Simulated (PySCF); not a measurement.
Gas-phase reaction: 2 (CH3)3SiH + 2 SiH4 + 3 O ⇌ 2 Si2H5 + 3 C2H5OH

Computed with PySCF (xtb for GFN2) and rigid-rotor harmonic-oscillator thermochemistry at 1 bar. S°(298 K) at PBE0/def2-TZVP differs from the NASA 1993 table for C2H5OH (-11 J/mol/K); whether the harmonic model or the table's entry is off was not settled. † marks an energy on the PBE0/def2-TZVP geometry and frequencies; other levels use their own. MP2 freezes the core. Open shells (unrestricted): O (multiplicity 3, electronic degeneracy 9), Si2H5 (multiplicity 2); the rest are closed-shell singlets. GFN2 has no spin-polarisation term. Spin-orbit splitting is ignored; it lowers the true energy and changes the entropy of O. No R ln 2 is added for the mirror-image form of C2H5OH. Si2H5: computed as isolated molecules; such fragments, hydroxides, amides, oligomers or adducts are transient or little studied in the gas. MP2 isn't extrapolated to the basis-set limit; its ΔH°(298 K) is -733.1 kJ in def2-SVP and -775.7 kJ in def2-TZVPP. The harmonic model lacks anharmonicity and excited electronic states, which grow with temperature; levels with a mode under 35 cm⁻¹ are left out. Internal rotation in (CH3)3SiH, Si2H5, C2H5OH is treated as a harmonic vibration of one conformer, which makes the entropy rough.

| level | ΔE electronic, kJ | ΔH°(298 K), kJ | ΔS°(298 K), J/K | ΔG°(800 K), kJ |
|---|---|---|---|---|
| GFN2-xTB | -2010 | -1987 | -179 | -1835 |
| MP2/def2-TZVPP† | -816 | -776 | -165 | -634 |
| PBE/def2-SVP | -959 | -923 | -167 | -779 |
| PBE/def2-TZVP† | -924 | -884 | -165 | -742 |
| PBE0/def2-TZVP | -814 | -774 | -165 | -632 |
| ωB97M-V/def2-TZVP† | -764 | -724 | -165 | -583 |
| ωB97X-V/def2-TZVP† | -780 | -740 | -165 | -598 |
ΔH° is lowest at GFN2-xTB and highest at ωB97M-V/def2-TZVP†. No reference value is set beside these.
